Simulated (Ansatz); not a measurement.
Mulliken charges of C$_{4}$H$_{4}$O$_{2}$ (`OC=C=C1CO1`) from r2SCAN/def2-TZVPP in Ansatz (PBE0-D4/def2-TZVP geometry).

| atom | x (Å) | y (Å) | z (Å) | charge (e) |
| --- | --- | --- | --- | --- |
| O1 | 1.041 | -2.600 | 0.341 | -0.298 |
| C2 | -0.079 | -1.843 | 0.274 | 0.134 |
| C3 | -0.133 | -0.538 | 0.216 | -0.207 |
| C4 | -0.237 | 0.741 | 0.117 | 0.145 |
| C5 | -0.321 | 2.008 | -0.550 | 0.068 |
| O6 | -0.337 | 1.846 | 0.900 | -0.294 |
| H7 | 1.806 | -2.013 | 0.346 | 0.213 |
| H8 | -0.969 | -2.464 | 0.278 | 0.093 |
| H9 | 0.577 | 2.478 | -0.941 | 0.072 |
| H10 | -1.265 | 2.334 | -0.978 | 0.073 |

Problem. By hand: the dipole of these point charges (1 e Å = 4.8032 D).

Solution. Σ q r = (-0.007, 0.031, -0.434) e Å, of length 0.435 e Å = 2.09 D.

Problem. How does the dipole of the full density compare? (An estimate is asked.)

Solution. Computed: (0.111, 0.179, -0.336) e Å, 1.90 D; the point charges give 1.10 times that, at 29° from its direction.

Point charges leave out the atoms' own dipoles, such as those of lone pairs, and Mulliken's split depends on the basis, so the two needn't agree.
